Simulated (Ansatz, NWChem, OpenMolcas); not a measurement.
**A ladder of methods for Li2 (lithium dimer)**

Li2: 2 atoms, total charge 0, spin state singlet. SMILES: `[Li][Li]`. Geometry: the measured bond length.

```xyz
2

Li    0.0000    0.0000    0.0000
Li    0.0000    0.0000    2.6729
```

Each level gives the atomisation enthalpy at 298 K (kJ/mol). The values are calculated. The thermal term (zero-point and 298 K enthalpy, harmonic and unscaled) is that of PBE0/aug-cc-pVTZ; the spin-orbit lowering of the free atoms at 298 K, 0.0 kJ/mol by their spectra, is taken off.

**What was measured.** NIST-JANAF tables gives the atomisation enthalpy at 298 K of the gas as 103 kJ/mol.

```json
{"level": "HF/aug-cc-pVTZ", "kind": "Hartree–Fock", "program": "OpenMolcas", "value (kJ/mol)": "16", "computed − measured": "-87"}
{"level": "BLYP/aug-cc-pVTZ", "kind": "GGA", "program": "NWChem", "value (kJ/mol)": "88", "computed − measured": "-15"}
{"level": "revPBE/aug-cc-pVTZ", "kind": "GGA", "program": "OpenMolcas", "value (kJ/mol)": "82", "computed − measured": "-21"}
{"level": "M06-2X/aug-cc-pVTZ", "kind": "hybrid meta-GGA", "program": "OpenMolcas", "value (kJ/mol)": "103", "computed − measured": "0"}
{"level": "HSE06/aug-cc-pVTZ", "kind": "range-separated hybrid", "program": "Ansatz", "value (kJ/mol)": "82", "computed − measured": "-21"}
{"level": "PBE-QIDH/aug-cc-pVTZ", "kind": "double hybrid", "program": "Ansatz", "value (kJ/mol)": "82", "computed − measured": "-21"}
{"level": "BCCD(T)/aug-cc-pVTZ", "kind": "coupled cluster or CI", "program": "Ansatz", "value (kJ/mol)": "105", "computed − measured": "+2"}
{"level": "CCSD/aug-cc-pVTZ", "kind": "coupled cluster or CI", "program": "Ansatz", "value (kJ/mol)": "104", "computed − measured": "+1"}
{"level": "FCI/3-21G", "kind": "exact in the basis", "program": "Ansatz", "value (kJ/mol)": "87", "computed − measured": "-16"}
```

Nearest: M06-2X/aug-cc-pVTZ (0 kJ/mol); farthest: HF/aug-cc-pVTZ (-87 kJ/mol). Computed less measured by kind, in kJ/mol (aug-cc-pVTZ rows): Hartree–Fock -87; GGA -21 to -15; global hybrid +0; range-separated hybrid -21; double hybrid -21; coupled cluster or CI +1 to +2. The measured heats of formation of B, Si, Al and metal atoms are uncertain by some kJ/mol each. High-level rows in very small sets aren't better than simpler rows in larger ones.
